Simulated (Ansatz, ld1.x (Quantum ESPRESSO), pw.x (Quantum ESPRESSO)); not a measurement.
**What a changed setting does to a pw.x run (sc K)**

Potential: norm-conserving Troullier–Martins (Kleinman–Bylander form), ld1.x (Quantum ESPRESSO) 7.5, PBEsol; core [Ar], reference 3d0.5 4s0.5 4p0; waves: 4s (bound): rc 4.20 bohr; 4p (bound, empty): rc 4.20 bohr; 3d (bound): rc 4.20 bohr; local part: all-electron potential smoothed inside 3.20 bohr (lloc = -2); core correction: Bessel-smoothed model core inside 2.90 bohr.

The reference run (k-mesh 8³, cutoffs 50/200 Ry, Fermi–Dirac 0.01 Ry, mixing_beta 0.4, conv_thr 1e-9, no spin) gives -0.01 GPa at 76.077 Å³/atom, where all-electron LAPW gives 0.01 GPa. This run, with its own iteration cap, changes k-mesh shift to 1.

```
&control
  calculation='scf', prefix='x', pseudo_dir='./', outdir='./tmp', tstress=.true., disk_io='none'
/
&system
  ibrav=0, nat=1, ntyp=1, ecutwfc=50, ecutrho=200, nbnd=7,
  occupations='smearing', smearing='fd', degauss=0.01
/
&electrons
  conv_thr=1e-09, mixing_beta=0.4, electron_maxstep=50
/
ATOMIC_SPECIES
K 1.0 K.UPF
CELL_PARAMETERS angstrom
  4.23725362 0.00000000 0.00000000
  0.00000000 4.23725362 0.00000000
  0.00000000 0.00000000 4.23725362
ATOMIC_POSITIONS crystal
K 0.0000 0.0000 0.0000
K_POINTS automatic
8 8 8 1 1 1
```

```bash
pw.x < K.scf.in > K.scf.out
```

Question: How does the run end?

Answer: It converges in 7 iterations; the free energy moves by +1.2 meV/atom and the pressure by +0.01 GPa.

```
Message from routine setup:
     using ibrav=0 with symmetry is DISCOURAGED, use correct ibrav instead
     lattice parameter (alat)  =       8.0072  a.u.
     unit-cell volume          =     513.3930 (a.u.)^3
     number of electrons       =         1.00
     number of Kohn-Sham states=            7
     kinetic-energy cutoff     =      50.0000  Ry
     charge density cutoff     =     200.0000  Ry
     scf convergence threshold =      1.0E-09
     Exchange-correlation= PBESOL
     number of k points=    20  Fermi-Dirac smearing, width (Ry)=  0.0100
     iteration #  1     ecut=    50.00 Ry     beta= 0.40
     total energy              =      -2.90258747 Ry
     estimated scf accuracy    <       0.00213925 Ry
     iteration #  2     ecut=    50.00 Ry     beta= 0.40
     total energy              =      -2.90230383 Ry
     estimated scf accuracy    <       0.00071963 Ry
     iteration #  3     ecut=    50.00 Ry     beta= 0.40
     total energy              =      -2.90232615 Ry
     estimated scf accuracy    <       0.00000097 Ry
     iteration #  4     ecut=    50.00 Ry     beta= 0.40
     total energy              =      -2.90232750 Ry
     estimated scf accuracy    <       0.00000157 Ry
     iteration #  5     ecut=    50.00 Ry     beta= 0.40
     total energy              =      -2.90232749 Ry
     estimated scf accuracy    <          7.9E-09 Ry
     iteration #  6     ecut=    50.00 Ry     beta= 0.40
     total energy              =      -2.90232754 Ry
     estimated scf accuracy    <       0.00000020 Ry
     iteration #  7     ecut=    50.00 Ry     beta= 0.40
     the Fermi energy is    -0.4301 ev
!    total energy              =      -2.90232754 Ry
     estimated scf accuracy    <          5.2E-10 Ry
     smearing contrib. (-TS)   =      -0.00358168 Ry
     The total energy is F=E-TS. E is the sum of the following terms:
     one-electron contribution =       0.27042689 Ry
     hartree contribution      =       0.00125251 Ry
     xc contribution           =      -2.81608414 Ry
     ewald contribution        =      -0.35434112 Ry
     convergence has been achieved in   7 iterations
          total   stress  (Ry/bohr**3)                   (kbar)     P=       -0.01
     Message from routine punch:
     Nothing written, as per user request (disk_io='none')
```

The run took about 5 s on one core of a shared host (Neoverse-V1, 32 threads, 247 GiB, load 11).
